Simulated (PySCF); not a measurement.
Gas-phase reaction: CS2 + CO2 ⇌ 2 COS

Energies from PySCF (xtb for GFN2), thermal terms from the rigid-rotor harmonic-oscillator model, ideal gas at 1 bar. The comparison is the NASA 1993 polynomial table, which mixes measured and estimated data. † marks an energy on the PBE0/def2-TZVP geometry and frequencies; other levels use their own. MP2 and CCSD(T) freeze the core. All species are closed-shell singlets. MP2 isn't extrapolated to the basis-set limit; its ΔH°(298 K) is 1.4 kJ in def2-SVP and -2.0 kJ in def2-TZVPP. CCSD(T) isn't extrapolated to the basis-set limit; its ΔH°(298 K) is -1.2 kJ in def2-SVP and -7.3 kJ in def2-TZVPP. The harmonic model lacks anharmonicity and excited electronic states, which grow with temperature; levels with a mode under 35 cm⁻¹ are left out.

| level | ΔH°(298 K), kJ | minus table | ΔG°(2500 K), kJ |
|---|---|---|---|
| table | -0.2 | - | -30.3 |
| CCSD(T)/def2-TZVPP† | -7.3 | -7.1 | -37.7 |
| GFN2-xTB | 32.2 | 32.4 | 2.3 |
| MP2/def2-SVP† | 1.4 | 1.6 | -29.1 |
| PBE/def2-SVP | -6.6 | -6.4 | -36.6 |
| PBE/def2-TZVP† | -6.6 | -6.4 | -37.0 |
| PBE0/def2-TZVP | -6.7 | -6.5 | -37.2 |
| LDA/def2-TZVP† | -4.9 | -4.7 | -35.3 |
